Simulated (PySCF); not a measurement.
**Do core-level shifts follow atomic charges?**

Compound: C₄H₃FO.
Atom-mapped SMILES: `[F:1][c:2]1[cH:3][cH:4][cH:5][o:6]1`

Structure used (PBE0-D3(BJ)/def2-SVP), in Å, numbered top down from 1:
```xyz
9
C4H3FO angstrom
F      2.3729   -0.8052    0.0203
C      1.1348   -0.3932    0.0087
C      0.5880    0.8490   -0.0437
C     -0.8275    0.6106   -0.0265
C     -0.9951   -0.7375    0.0352
O      0.2185   -1.3550    0.0556
H      1.1201    1.7949   -0.0883
H     -1.6175    1.3579   -0.0563
H     -1.8613   -1.3911    0.0691
```

Binding energies: delta-SCF UKS SCAN, pcX-2 on the ionised atom, pcseg-1 elsewhere, spin-free X2C in PySCF 2.14.0. Charges: PBE0/pcSseg-1 ground-state density, for the ionised atom.

```tsv
atom	environment	C 1s (eV)	Mulliken (e)	IAO (e)	Hirshfeld (e)	ESP (e)
C3	aromatic CH carbon	290.88	-0.239	-0.280	-0.112	-0.371
C4	aromatic CH carbon	290.94	-0.170	-0.203	-0.084	-0.197
C5	aromatic CH next to a ring oxygen	291.92	+0.136	-0.014	-0.003	-0.159
C2	aromatic C–F carbon	294.25	+0.521	+0.450	+0.144	+0.450
```

**Question.** How well does each charge scheme correlate with the binding energies over these sites?

**Answer.** IAO: r = 1.00, slope 4.8 eV per e; Hirshfeld: r = 0.99, slope 13.7 eV per e; Mulliken: r = 0.98, slope 4.5 eV per e; ESP: r = 0.97, slope 4.3 eV per e. On 4 points no scheme stands out.

**Question.** The point-charge model writes a binding energy as kq + V + constant, with V the potential of the other atoms' charges at the site. What does it give with the Mulliken charges?

**Answer.** V = Σ 14.40 eV Å × q/r over all other atoms: +3.73 eV at C3, +2.08 eV at C4, -1.86 eV at C5, -7.41 eV at C2. Fitting binding energy − V to q gives k = 18.7 eV per e and leaves an rms residual of 0.31 eV, against 0.26 eV for the fit on q alone. The model has no term for differences in relaxation between sites.

Geometry: PBE0-D3(BJ)/def2-SVP; no solvent, vibrations or thermal averaging.
